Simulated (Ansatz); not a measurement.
Geometry optimisation, RKS PBE-D4/6-31G* in Ansatz.

Input file:

```yaml
crystal:
  periodic: [false, false, false]
  atoms:
    - { symbol: Al, position_ang: [0.02684, 0.255621, -0.027958] }
    - { symbol: H, position_ang: [-0.176422, 0.310137, 1.533497] }
    - { symbol: H, position_ang: [1.505596, 0.363515, -0.638752] }
    - { symbol: H, position_ang: [-1.258179, 0.116627, -0.977379] }
    - { symbol: "N", position_ang: [0.047093, -2.517171, 1.372055] }
    - { symbol: H, position_ang: [-0.650974, -2.741527, 0.656883] }
    - { symbol: H, position_ang: [0.987067, -2.583395, 0.970764] }
    - { symbol: H, position_ang: [-0.113021, -1.549906, 1.73359] }
basis:
  gaussian: { orbitals: "6-31G*" }
hamiltonian:
  xc: pbe
  dispersion: d4
relax:
  f_tol: 0.03
  max_steps: 50
output:
  orbitals: {}
```

Command:

```bash
$ ansatz run input.yaml --threads 1 --pin off --max-ram 2048MiB --backend cpu --events-out ev --progress --plain --runs-dir out
```

Question: Where does it end, and by what steps?

Answer: The forces met the threshold. The force dipped under the threshold on the way, but the program's further checks kept it going. After 15 steps the energy has fallen by 1.259 eV; N5 moved furthest, 0.68 Å. Joined: Al1–N5.

```tsv
step	energy less start (eV)	largest force component (eV/Å)	accepted
0	0.0000	0.784	yes
1	-0.1031	1.333	yes
2	-0.2171	1.491	yes
3	-0.3229	1.335	yes
4	-0.4104	1.369	yes
5	-0.6969	2.440	yes
6	-1.0290	2.006	yes
7	-1.2364	0.220	yes
8	-1.2417	0.031	yes
9	-1.2422	0.004	yes
10	-1.2424	0.004	yes
11	-1.2425	0.004	yes
12	-1.2439	0.165	yes
13	-1.2442	0.324	yes
14	-1.2494	0.155	yes
15	-1.2588	0.013	yes
```

```xyz
8
Properties=species:S:1:pos:R:3
Al 0.022 -0.034 0.163
H 0.014 0.811 1.543
H 1.401 -0.070 -0.683
H -1.365 -0.128 -0.664
N 0.068 -1.972 0.959
H -0.327 -2.655 0.302
H 1.029 -2.266 1.171
H -0.474 -2.031 1.830
```

Whether the end is a true minimum wasn't checked by a vibrational analysis.

The run took 19 s on 1 thread of Arm Neoverse V2 (shared host), peak memory 0.11 GiB.
